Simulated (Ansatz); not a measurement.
Gas-phase electronic energies from Ansatz, PBE0-D4/def2-TZVP geometries. CBS: MP2 limit from def2 TZ/QZ plus the TZ coupled-cluster correction, frozen cores. Functionals use def2-TZVPP. Each species was taken in one conformer, which may not be the lowest.

`CCCCCCl` + CH₃NH₂ → `CCNC` + `CCCCl`  (substitution at a C–C bond)

**Question.** Is it downhill or uphill in electronic energy at CCSD(T)/CBS, and by how much? (An estimate is asked.)

**Answer.** Ansatz gave: Uphill: ΔE = +20.6 kJ/mol.

**Question.** What do these levels give: r2SCAN-D4, BHLYP-D4, ωB97X-V, ωB97M-V, PBE, BLYP, BHLYP, RPA@PBE/def2-TZVPP, HF/def2-SVP, MP2/def2-SVP, MP2/CBS(def2), CCSD/CBS(def2)? (Estimate.)

**Answer.** The calculation gave: r2SCAN-D4 16.1, BHLYP-D4 16.3, ωB97X-V 17.0, ωB97M-V 18.2, PBE 14.2, BLYP 11.9, BHLYP 14.9, RPA@PBE/def2-TZVPP 18.9, HF/def2-SVP 10.4, MP2/def2-SVP 15.8, MP2/CBS(def2) 21.8, CCSD/CBS(def2) 20.5 kJ/mol.

Largest T1 diagnostic among the species: 0.009.

In def2-TZVPP, CCSD(T) changes the Hartree–Fock value by +4.4 kJ/mol (the triples alone add +0.1 kJ/mol) and MP2 by +5.6 kJ/mol. At CCSD(T), def2-SVP lies −6.7 kJ/mol from the extrapolated value and def2-TZVPP −1.3 kJ/mol. Leaving LDA and LC-ωPBE aside and taking each functional with its dispersion term where it has one, the values, not all of them listed here, spread over 5.2 kJ/mol, from BLYP-D4 to PBE-QIDH.
